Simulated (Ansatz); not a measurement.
Start from `CC(O)CO` and change one atom or group to get `OCC(O)CF`.

Ansatz, PBE0-D4/def2-TZVP geometries, multiplicity 1. Each molecule was computed in one conformer, which needn't be the lowest.

```csv
property,`CC(O)CO`
HOMO–LUMO gap (PBE/def2-TZVPP) / eV,5.97
HOMO–LUMO gap (B3LYP/def2-TZVPP) / eV,7.87
HOMO energy (ωB97M-V/def2-TZVPP) / eV,-10.09
size of the dipole moment (PBE/def2-TZVPP) / D,2.29
LUMO energy (ωB97M-V/def2-TZVPP) / eV,2.26
LUMO energy (PBE0/def2-TZVPP) / eV,0.85
```

Problem. Give the same properties after the change, and the shifts. (Estimate.)

Solution. The calculation gave: 
| property | `OCC(O)CF` | shift |
| --- | --- | --- |
| HOMO–LUMO gap (PBE/def2-TZVPP) / eV | 6.11 | 0.14 |
| HOMO–LUMO gap (B3LYP/def2-TZVPP) / eV | 8.05 | 0.18 |
| HOMO energy (ωB97M-V/def2-TZVPP) / eV | -10.40 | -0.31 |
| size of the dipole moment (PBE/def2-TZVPP) / D | 2.37 | 0.08 |
| LUMO energy (ωB97M-V/def2-TZVPP) / eV | 2.16 | -0.10 |
| LUMO energy (PBE0/def2-TZVPP) / eV | 0.74 | -0.11 |

With PBE0 the HOMO falls by 0.30 eV and the LUMO falls by 0.11 eV, so the gap widens by about 0.19 eV. PBE moves the HOMO by -0.26 eV and ωB97M-V by -0.31 eV. Dipoles are sizes alone; their direction can turn.

B3LYP here is the variant with VWN-RPA as its local correlation; programs differ in this.
